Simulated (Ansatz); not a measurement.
**Relaxing a trial structure of CH8AlN**

The starting geometry of this gas-phase triplet was optimised with GFN2-xTB as a singlet; its bonds are those of `[CH3][AlH2-][NH3+]`.

```xyz
11

C    -1.7737    1.9249    2.4363
Al    0.0636    2.1087    1.6678
N     0.6275    0.1210    1.4562
H    -1.8074    1.4073    3.4035
H    -2.4851    1.3991    1.7868
H    -2.2245    2.9071    2.6195
H     0.2511    2.4755    0.1550
H     1.2651    2.5058    2.5938
H     0.0178   -0.3801    0.8155
H     0.6357   -0.3694    2.3466
H     1.5697    0.1068    1.0759
```

**Question.** Predict what becomes of its bonds when it is optimised with PBE-D3(BJ)/def2-SVP.

**Answer.** It falls apart into AlH5N + CH3. Contacts that open: C1–Al2 (2.00 → 4.04 Å).

The energy falls by 2.39 eV over 30 steps:

| step | E − E(last) (eV) |
| --- | --- |
| 1 | 2.391 |
| 4 | 1.338 |
| 7 | 0.672 |
| 11 | 0.266 |
| 14 | 0.104 |
| 17 | 0.022 |
| 20 | 0.003 |
| 24 | 0.001 |
| 27 | 0.000 |
| 30 | 0.000 |

Final geometry (Å):

```xyz
11

C    -2.0604    1.3264    3.1867
Al    0.6670    2.3926    0.3987
N     0.3318    0.5049    1.2515
H    -1.9391    0.7241    4.0987
H    -2.9018    1.1179    2.5101
H    -1.4763    2.2505    3.0557
H     2.1531    2.1305   -0.2008
H     0.5650    3.2496    1.7797
H     0.1684   -0.2445    0.5647
H    -0.4991    0.5444    1.8786
H     1.1310    0.2103    1.8332
```

The end wasn't checked by frequencies. Open shells are spin-unrestricted. The triplet needn't be the ground state. Run with Ansatz 0.2.0, 82 s on 2 threads of Arm Neoverse V1, with other jobs on the host.
